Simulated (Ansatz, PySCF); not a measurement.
F2, SMILES FF.

Geometry: B3LYP-D3(BJ)/def2-TZVPD.

Two levels are set side by side: PBE/def2-TZVPD (Ansatz, a first-principles code) and EOM-CCSD/aug-cc-pVDZ (PySCF). PBE by ΔSCF, the other level by its IP root; same geometry, the bases differ. Differences are taken from unrounded values.

| quantity | EOM-CCSD |
|---|---|
| vertical ionisation energy (eV) | 15.35 |

Q: What does PBE give, and how far is it from EOM-CCSD? (An estimate is asked for; the answer gives what the named calculation found.)

A: 
```csv
quantity,PBE,PBE minus EOM-CCSD
vertical ionisation energy (eV),15.30,-0.05
```

On these quantities the two levels nearly agree.
